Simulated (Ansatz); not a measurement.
# B–AlH$_{2}$, triplet: stretch scan

Starting geometry (PBE0/def2-TZVP stationary point for this spin, not checked as a minimum):

| atom | x (Å) | y (Å) | z (Å) |
| --- | --- | --- | --- |
| B | 0.0000 | 0.0000 | 1.5511 |
| Al | 0.0000 | 0.0000 | -0.5282 |
| H | 0.0000 | -1.4113 | -1.2487 |
| H | 0.0000 | 1.4113 | -1.2487 |

From there H4 moves along the line of the two atoms named below, all else staying in place; atoms are numbered as listed. Energies are in kcal/mol, counted from the starting geometry at the same level. Kohn–Sham curves are unrestricted where that lies lower.

Basis 6-31G; Ansatz 0.2.0. Only valence electrons are correlated (noble-gas cores frozen).

Unrestricted Kohn–Sham rows aren't spin-pure: their determinants' ⟨S²⟩ exceeds S(S+1) by up to 0.77, so they mix in states of higher spin.

In so small a basis the reference is far from its limit while semilocal and hybrid functionals are nearer theirs (RPA and double hybrids share much of the reference's basis error), so the functionals' errors here hold much of the reference's basis and frozen-core error, which can add to them or hide them.

Full CI is exact within this basis and frozen core; it isn't the basis-set limit.

| distance Al2-H4 (Å) | full CI | PBE | revPBE | r2SCAN | PBE0 | B3LYP | r2SCAN0 | wB97M-V | B2PLYP | RPA-PBE |
| --- | --- | --- | --- | --- | --- | --- | --- | --- | --- | --- |
| 1.288 | 24.6 | 23.7 | 24.1 | 23.0 | 23.1 | 22.4 | 22.5 | 22.0 | 22.6 | 24.8 |
| 1.438 | 5.9 | 5.5 | 5.7 | 5.1 | 5.2 | 4.9 | 4.9 | 4.6 | 4.9 | 6.0 |
| 1.585 | 0.0 | 0.0 | 0.0 | 0.0 | 0.0 | 0.0 | 0.0 | 0.0 | 0.0 | 0.0 |
| 1.751 | 1.5 | 1.9 | 1.8 | 2.5 | 2.5 | 2.6 | 2.8 | 3.0 | 2.7 | 1.4 |
| 1.967 | 9.9 | 10.7 | 10.5 | 12.1 | 12.3 | 12.4 | 13.1 | 13.4 | 12.6 | 9.6 |
| 2.149 | 19.0 | 20.5 | 20.1 | 22.5 | 22.9 | 22.9 | 24.1 | 24.6 | 23.3 | 18.8 |
| 2.507 | 36.4 | 39.9 | 39.4 | 43.3 | 44.4 | 43.7 | 45.9 | 47.2 | 45.3 | 36.8 |
| 2.910 | 50.4 | 57.3 | 56.7 | 58.5 | 61.2 | 60.1 | 59.8 | 65.9 | 61.0 | 54.0 |
| 3.571 | 60.2 | 67.1 | 66.5 | 68.5 | 69.6 | 70.0 | 69.4 | 74.6 | 69.1 | 61.9 |
| 4.185 | 61.5 | 68.6 | 68.0 | 71.5 | 71.1 | 72.2 | 72.2 | 76.0 | 70.7 | 62.0 |
| 5.331 | 61.6 | 69.2 | 68.4 | 72.6 | 71.6 | 72.9 | 73.3 | 76.5 | 71.3 | 62.0 |

(1) Judged by the spread of the error over the points with a reference (largest less smallest), which of these follows full CI best and which worst?

## Answers

(1) Subtracting the full CI column from each: best RPA-PBE (errors from -0.3 to 3.6, spread 3.8 kcal/mol), worst wB97M-V (from -2.5 to 15.5, spread 18.1 kcal/mol). Functionals and wave-function methods converge differently with the basis, so part of this is basis effect.
